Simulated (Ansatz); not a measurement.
# C3H5NO: one species, many methods

One table from this session's results is given with a row withheld; the runs are named, their logs left out.

Method: functionals in def2-TZVPP, the program's frozen cores in correlated methods; program: Ansatz 0.2.0, Gaussian basis.

Plan: LDA (SPW92), PBE-D4, revPBE-D4, BLYP-D4, r2SCAN-D4, B97M-V, PBE0-D4, B3LYP-D4, r2SCANh-D4, r2SCAN0-D4, HSE06-D4, BHLYP-D4, CAM-B3LYP-D4, LC-ωPBE, ωB97X-V, ωB97M-V, B2PLYP, PBE-QIDH; CCSD(T)/def2-SVP; CCSD(T)/def2-TZVPP; MP2/def2-QZVPP; extrapolation to the limit; RPA on PBE.

## The geometry

All runs share one geometry, relaxed beforehand with PBE0-D4 in a triple-zeta def2 set.

SMILES `CC1=NCO1`, 10 atoms, charge 0, spin multiplicity 1.

Atoms are counted from 1 here; the program's logs count them from 0.

Bond lengths: C1–C2 1.471 Å, C1–H6 1.092 Å, C1–H7 1.089 Å, C1–H8 1.092 Å, C2–N3 1.283 Å, C2–O5 1.363 Å, N3–C4 1.456 Å, C4–O5 1.463 Å, C4–H9 1.091 Å, C4–H10 1.091 Å. Angles: C2–C1–H6 110.2°, C2–C1–H7 109.3°, C2–C1–H8 110.2°, H6–C1–H7 109.6°, H6–C1–H8 107.8°, H7–C1–H8 109.6°, C1–C2–N3 133.7°, C1–C2–O5 123.0°, N3–C2–O5 103.3°, C2–N3–C4 84.6°, N3–C4–O5 90.6°, N3–C4–H9 115.1°, N3–C4–H10 115.1°, O5–C4–H9 111.0°, O5–C4–H10 111.0°, H9–C4–H10 112.2°, C2–O5–C4 81.5°.

Coordinates:

```
atom    x (Å)    y (Å)    z (Å)
  C1  -1.2489  -0.9250  -0.4004
  C2  -0.0567  -0.1555  -0.0136
  N3   1.1012  -0.4794   0.4332
  C4   1.3509   0.9549   0.4297
  O5   0.0036   1.2049  -0.0821
  H6  -2.1053  -0.6254   0.2080
  H7  -1.0540  -1.9867  -0.2591
  H8  -1.4983  -0.7341  -1.4466
  H9   1.4836   1.4039   1.4151
 H10   2.1070   1.2911  -0.2814
```

Set-up of the first run:

File in.yaml:

```yaml
crystal:
  periodic: [false, false, false]
  atoms:
    - {symbol: C, position_ang: [-1.248909, -0.924973, -0.400381]}
    - {symbol: C, position_ang: [-0.056733, -0.155492, -0.013638]}
    - {symbol: N, position_ang: [1.101208, -0.479415, 0.433197]}
    - {symbol: C, position_ang: [1.350906, 0.954906, 0.429681]}
    - {symbol: O, position_ang: [0.003596, 1.204915, -0.082131]}
    - {symbol: H, position_ang: [-2.105299, -0.625354, 0.208019]}
    - {symbol: H, position_ang: [-1.053959, -1.986661, -0.259060]}
    - {symbol: H, position_ang: [-1.498349, -0.734099, -1.446641]}
    - {symbol: H, position_ang: [1.483616, 1.403941, 1.415146]}
    - {symbol: H, position_ang: [2.107023, 1.291132, -0.281390]}
basis:
  gaussian: {orbitals: def2-TZVPP}
hamiltonian: {xc: lda}
output: {orbitals: {seedname: orbitals}}
```

On the command line:

```console
> ansatz run in.yaml --threads 2 --pin off --events-out ev --progress --plain --max-ram 4352MiB
```

Steps of the session up to this table: LDA; PBE-D4 (GGA); revPBE-D4 (GGA); BLYP-D4 (GGA); r2SCAN-D4 (meta-GGA); B97M-V (meta-GGA); PBE0-D4 (hybrid); B3LYP-D4 (hybrid); r2SCANh-D4 (hybrid); r2SCAN0-D4 (hybrid); HSE06-D4 (hybrid); BHLYP-D4 (hybrid); CAM-B3LYP-D4 (range-separated); LC-ωPBE (range-separated); ωB97X-V (range-separated); ωB97M-V (range-separated); B2PLYP (double hybrid); PBE-QIDH (double hybrid).

One of the session's tables, all rows but one given; the rest of the session is left out.

It belongs to the step «Frontier levels by functional». 

```
  functional  HOMO (eV)  LUMO (eV)  gap (eV)
 LDA (SPW92)      -6.59      -0.83      5.77
      PBE-D4      -6.38      -0.62      5.76
   revPBE-D4      -6.31      -0.54      5.77
     BLYP-D4      -6.26      -0.53      5.73
   r2SCAN-D4      -6.64      -0.39      6.25
      B97M-V      -6.69      -0.32      6.36
     PBE0-D4      -7.76       0.43      8.19
    B3LYP-D4      -7.53       0.15      7.67
  r2SCANh-D4      -7.16       0.00      7.16
  r2SCAN0-D4      -7.94       0.58      8.52
    HSE06-D4      -7.35       0.05      7.40
    BHLYP-D4      -9.01       1.57     10.58
CAM-B3LYP-D4      -9.18       1.59     10.77
     LC-ωPBE     -10.57       2.81     13.39
     ωB97X-V          ?          ?         ?
     ωB97M-V     -10.09       2.63     12.72
```

Estimate the missing values for ωB97X-V.

As computed: HOMO (eV): -10.18; LUMO (eV): 2.74; gap (eV): 12.92. In the column «HOMO (eV)» it lies between LC-ωPBE (-10.57) and ωB97M-V (-10.09).
